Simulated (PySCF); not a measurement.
Rows and methods have been separated. Pair them.

Compound: cyanoacetylene, C3HN.
SMILES: `C#CC#N`

The closed-shell ground state was solved 6 times with PySCF (density fitting, gas phase), always in the pcJ-1 basis (118 functions), with these functionals: B3LYP, BHandHLYP, CAM-B3LYP, HF, LDA and PBE0. Isolated species at its PBE0-D3(BJ)/def2-SVP geometry, gas phase.

| row | total energy (Eh) | HOMO (eV) | LUMO (eV) | dipole (D) |
| --- | --- | --- | --- | --- |
| P | -168.0832 | -8.07 | -2.90 | 3.86 |
| Q | -169.3678 | -9.04 | -1.68 | 3.91 |
| R | -169.4684 | -10.07 | -0.56 | 4.04 |
| S | -168.5400 | -11.68 | 2.21 | 4.24 |
| T | -169.4879 | -10.34 | -0.50 | 3.93 |
| U | -169.5825 | -8.78 | -1.88 | 3.89 |

Question: Which functional belongs to which row?

Answer: P = LDA, Q = PBE0, R = BHandHLYP, S = HF, T = CAM-B3LYP, U = B3LYP. By rising HOMO–LUMO gap: LDA (LDA) 5.17 eV; B3LYP (global hybrid, 20 % exact exchange) 6.90 eV; PBE0 (global hybrid, 25 % exact exchange) 7.36 eV; BHandHLYP (global hybrid, 50 % exact exchange) 9.51 eV; CAM-B3LYP (range-separated hybrid) 9.84 eV; HF (all exact exchange) 13.89 eV. Total energies of different functionals aren't bounds to one another; each is stationary for its own functional.
